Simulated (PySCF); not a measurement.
Compound: CH2N2.
Atom-mapped SMILES: `[N:1]#[C:2][NH2:3]` (hydrogens: H4, H5 on N3)

Geometry (GFN2-xTB, Å), atoms numbered from 1 in this order:
```
atom  x, y, z in Å
N1     1.896   -0.005   -0.040
C2     0.752   -0.002    0.020
N3    -0.560    0.004    0.165
H4    -1.037    0.856   -0.089
H5    -1.042   -0.850   -0.073
```

Method: TDDFT B3LYP/def2-SVPD, vertical, gas phase, core orbitals frozen in the response (PySCF 2.14.0, density-fitted response routines).

Each state is given a Gaussian of 0.4 eV full width at half maximum, with ε(max) = 2.175×10⁸ f / Δν̃ (Δν̃ the width in cm⁻¹). The cross-section is σ = 3.8235×10⁻²¹ ε cm², given in Mb (10⁻¹⁸ cm²). The width is an assumption, not a result. The curve ends short of the highest state used, and states not computed would add to its high-energy end.

λ (nm), σ (Mb) and a bar:
```
    144.2       9.53 ##############################
    145.9       6.79 #####################
    147.6       4.34 ##############
    149.4       3.41 ###########
    151.1       3.51 ###########
    152.8       3.52 ###########
    154.5       2.96 #########
    156.2       2.05 ######
    157.9       1.18 ####
    159.6       0.57 ##
    161.3       0.23 #
    163.1       0.07 
    164.8       0.02 
    166.5       0.01 
    168.2       0.00 
    169.9       0.00 
    171.6       0.00 
    173.3       0.00 
    175.0       0.00 
    176.7       0.00 
    178.5       0.01 
    180.2       0.02 
    181.9       0.04 
    183.6       0.07 
    185.3       0.13 
    187.0       0.20 #
    188.7       0.28 #
    190.4       0.39 #
    192.1       0.50 ##
    193.9       0.59 ##
    195.6       0.65 ##
    197.3       0.65 ##
    199.0       0.59 ##
    200.7       0.50 ##
    202.4       0.38 #
    204.1       0.27 #
    205.8       0.18 #
    207.5       0.11 
    209.3       0.06 
    211.0       0.03 
    212.7       0.01 
    214.4       0.01 
    216.1       0.00 
    217.8       0.00
```

Question: Locate the maxima and give the states behind the curve.

Answer: 196 nm (6.31 eV), ε about 170, made up of S1 (93%); 152 nm (8.16 eV), ε about 940, made up of S3 (17%) and S4 (79%) (ε in L mol⁻¹ cm⁻¹; maxima over ε = 5, shares over 10%). At its high-energy end, 8.60 eV, the curve is still rising (ε about 2500, from S5 and S7). The states used: S1 6.29 eV (f 0.0024); S2 6.54 eV (f 0.0005); S3 8.00 eV (f 0.0036); S4 8.16 eV (f 0.011); S5 8.57 eV (f 0.0077); S6 8.68 eV (f 0.0030); S7 8.69 eV (f 0.030); S8 9.20 eV (f 0.021).

Question: Coming from long wavelengths, where does ε first pass 100 L mol⁻¹ cm⁻¹?

Answer: At about 202 nm (6.13 eV), 0.17 eV below S1.

Question: Does any computed singlet lie in the visible range?

Answer: No computed singlet lies in the visible range (380 to 750 nm); the lowest, at 197 nm, stands 3.03 eV above its violet end (3.26 eV).

Question: On this curve, what absorbance would a 10⁻⁴ mol/L sample give at 193 nm over a 1 cm path?

Answer: 193 nm is 6.424 eV, where ε is about 140 L mol⁻¹ cm⁻¹, so A = ε c l ≈ 0.014 (Beer–Lambert, with the gas-phase spectrum and the assumed width).

On one thread, x86-64 server, no GPU (shared host), this took 6.0 s wall.
